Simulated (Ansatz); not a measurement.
# CH4Si (triplet): from Hartree-Fock to the top rungs at distance C1–H5 along a hydrogen transfer = 1.090 Å, cc-pVDZ

The task here is to estimate one member of a computed series from the others.

The runs use Ansatz 0.2.0, Gaussian basis; cc-pVDZ, core rule «outside noble gas», up to 6 orbitals frozen.

Plan: UHF; CCSD(T) on ROHF; CCSD(T) on UHF; BCCD(T) on ROHF; CISD; CCSDT(Q) on ROHF; CCSDT(Q) on UHF; CASSCF and MRCISD+Q, 4 electrons in 4 orbitals; CASSCF and NEVPT2, 4 electrons in 4 orbitals.

2 further runs of the same task are left out: 2 that didn't finish.

## The system

The geometry derives from fragments relaxed apart (PBE0/def2-TZVP) and kept rigid, so it is no stationary point. A hydrogen atom is moved between rigid fragments.

6 atoms, charge 0, spin multiplicity 3.

Atoms are counted from 1 here; the program's logs count them from 0.

Bond lengths: C1–H2 1.090 Å, C1–H3 1.090 Å, C1–H4 1.090 Å, C1–H5 1.090 Å. Angles: H2–C1–H3 109.5°, H2–C1–H4 109.5°, H2–C1–H5 109.5°, H3–C1–H4 109.5°, H3–C1–H5 109.5°, H4–C1–H5 109.5°.

Coordinates:

```xyz
6
CH4Si
C    -2.0742    0.0000    0.0000
H    -2.4374    1.0273    0.0000
H    -2.4374   -0.5137    0.8897
H    -2.4374   -0.5137   -0.8897
H    -0.9846    0.0000    0.0000
Si    1.1848    0.0000    0.0000
```

Set-up of the first run:

in.yaml reads:

```yaml
crystal:
  periodic: [false, false, false]
  atoms:
    - {symbol: C, position_ang: [-2.074210, 0.000000, 0.000000]}
    - {symbol: H, position_ang: [-2.437415, 1.027301, 0.000000]}
    - {symbol: H, position_ang: [-2.437416, -0.513650, 0.889668]}
    - {symbol: H, position_ang: [-2.437415, -0.513650, -0.889669]}
    - {symbol: H, position_ang: [-0.984593, 0.000000, 0.000000]}
    - {symbol: Si, position_ang: [1.184790, 0.000000, 0.000000]}
basis:
  gaussian: {orbitals: cc-pVDZ}
magnetization: {spin_polarized: true, initial_magnetization: 2}
hamiltonian: {xc: hf}
output: {orbitals: {seedname: orbitals}}
```

Launch:

```bash
$ ansatz run in.yaml --threads 1 --pin off --events-out ev --progress --plain --max-ram 2393MiB
```

Among the steps run: UHF; CCSD(T) on ROHF; CCSD(T) on UHF; BCCD(T) on ROHF; CISD; CCSDT(Q) on ROHF; CCSDT(Q) on UHF; CASSCF and MRCISD+Q, 4 electrons in 4 orbitals; CASSCF and NEVPT2, 4 electrons in 4 orbitals.

One table of the session follows, with a row left open; its other results are not shown here.

```
       method  from UCCSDT(Q) (kcal/mol)
         ROHF                    +164.71
          UHF                    +162.22
         RMP2                          ?
         UMP2                     +30.10
         CISD                     +17.71
        RCCSD                      +4.14
        UCCSD                      +4.06
     RCCSD(T)                      +0.69
     UCCSD(T)                      +0.67
      BCCD(T)                      +0.68
       RCCSDT                      +0.15
       UCCSDT                      +0.15
    RCCSDT(Q)                       0.00
    UCCSDT(Q)                          0
  CASSCF pair                    +155.03
  MRCISD pair                     +16.08
MRCISD+Q pair                      +0.83
```

**Question.** Estimate the row for RMP2.

The run gave: from UCCSDT(Q) (kcal/mol): +30.20. In the column «from UCCSDT(Q) (kcal/mol)» it lies between UMP2 (+30.10) and CASSCF pair (+155.03).

Not comparable, so not listed: CASSCF and NEVPT2, 4 electrons in 4 orbitals (they don't share determinant, frozen orbitals or solution with the rows shown, or repeat one).

Caveats from the session: Restricted and unrestricted rows rest on different reference determinants; where their highest levels disagree by more than a few hundredths of an eV, they describe different states and don't form one ladder. Warnings in the runs' records: passed over end.
